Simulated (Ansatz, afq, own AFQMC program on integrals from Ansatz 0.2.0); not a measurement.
# BH$_{4}$⁺, singlet in cc-pVDZ along one coordinate

```xyz
5

B     0.0000    0.0000    0.0000
H    -0.0156    0.8614    0.8498
H    -0.0213   -0.8500    0.8612
H     0.0213    0.8500   -0.8612
H     0.0156   -0.8614   -0.8498
```

The B1–H3 distance is changed with both sides rigid. Energies in kcal/mol count from this geometry (1.210 Å) at the same level; the start stands on RHF, each point on the determinant named.

Basis cc-pVDZ. Only valence electrons are correlated. Ansatz 0.2.0 and our own AFQMC program on the same integrals; the CISD trial comes from CCSD amplitudes, and released means the phaseless constraint is let go. ± is one standard error of the sampling.

Cautions, each for one point or more: cluster runs in doubt by the program's own checks; restricted determinant unstable towards unrestricted; strong correlation; the next higher spin lies close; the ph-AFQMC/CISD walk drifts between its halves; unrestricted determinant spin contaminated; walk and cluster series may follow different spin states.

```csv
r(B1–H3) / Å,det.,T1,weight,⟨S²⟩,PBE,B2PLYP,CCSD(T)
1.112,RHF,0.007,0.93,pure,4.0,3.5,3.9
1.320,RHF,0.008,0.92,pure,1.6,2.1,1.8
1.694,RHF,0.015,0.90,pure,25.5,27.8,26.0
2.289,RHF,0.052,0.83,pure,63.3§,67.3§,62.7
3.235,UHF‡,0.023,0.94,1.00,78.1§,83.6§,84.7
```

Q: Estimate the curve of full CI, counted from the same start.

A: 
```tsv
r(B1–H3) / Å	det.	T1	weight	⟨S²⟩	FCI	ph-AFQMC/CISD	released AFQMC	CCSDT(Q)
1.112	RHF	0.007	0.93	pure	3.9	4.0 ± 0.1	3.8 ± 0.1	3.9
1.320	RHF	0.008	0.92	pure	1.7	2.0 ± 0.1	1.7 ± 0.1	1.7
1.694	RHF	0.015	0.90	pure	25.9	26.3 ± 0.2	26.0 ± 0.2	25.9
2.289	RHF	0.052	0.83	pure	62.5	63.6 ± 0.3	63.1 ± 0.3	62.5
3.235	UHF‡	0.023	0.94	1.00	83.7	83.8 ± 0.2	83.7 ± 0.3	83.8
```

Weight is that of the determinant in the CISD state; at the start T1 is 0.007 and the weight 0.93. A double dagger marks points where the walks on two determinants ended up to 5.0 kcal/mol apart; the lower is shown. Symmetry can't show for every point that it stays on the start's state. § marks a functional whose ⟨S²⟩ is too high by over 0.1. Largest departures from full CI: CCSD(T) 1.0 kcal/mol at 3.235 (on UHF), ph-AFQMC/CISD 1.0 kcal/mol at 2.289 (on RHF), released AFQMC 0.6 kcal/mol at 2.289 (on RHF) (within the noise), CCSDT(Q) 0.1 kcal/mol at 3.235 (on UHF). The functionals aren't scored here. In this small basis the wave-function levels are far from their limit, so their gap to the functionals isn't the functionals' error.

CCSDT and higher add their correlation energy to the determinant of the CCSD(T) run, since their own runs factorise the integrals more tightly (a shift of under 2 meV). A walk keeps the symmetry of its determinant, which the program's search chose and which needn't be the lowest solution, so a lower state of the same spin and another symmetry isn't excluded. Released energies are given only where the last usable release times agree within the noise; a slower fall can still hide under it.
